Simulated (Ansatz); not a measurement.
Results of PBE-D3(BJ) in Ansatz (PAW) for rhombohedral A7 As.

Run with plane-wave cutoff 520 eV, 18×18×18 k mesh, Fermi–Dirac smearing 0.05 eV, scalar-relativistic PAW data made under PBE.

Equation-of-state points:

| V (Å³/atom) | E − E_lowest (meV/atom) |
|---|---|
| 20.064 | 5.66 |
| 20.482 | 1.33 |
| 20.900 | 0.00 |
| 21.318 | 1.23 |
| 21.736 | 4.60 |

**Question.** Fit the third-order Birch–Murnaghan equation and give B0 and B′.

**Answer.** V0 = 20.897 Å³/atom, B0 = 48.8 GPa, B′ = 7.3 (fit to the energies at full precision).

Shape and atoms are relaxed at each volume.

Measured, for comparison: bulk modulus 40.8 GPa (copied from a table, unchecked, extrapolated to 0 K and zero-point effects removed; as tabulated in Lejaeghere et al. (2013), arXiv:1204.2733). Computed (rounded) less measured: bulk modulus not scored (unchecked).

Note: the bulk modulus comes from volumes at which shape and atoms were relaxed.

The computed numbers hold no vibrational or temperature effects.

Computing time: roughly 9 core-minutes.

Ansatz is a quantum-chemistry and plane-wave program.
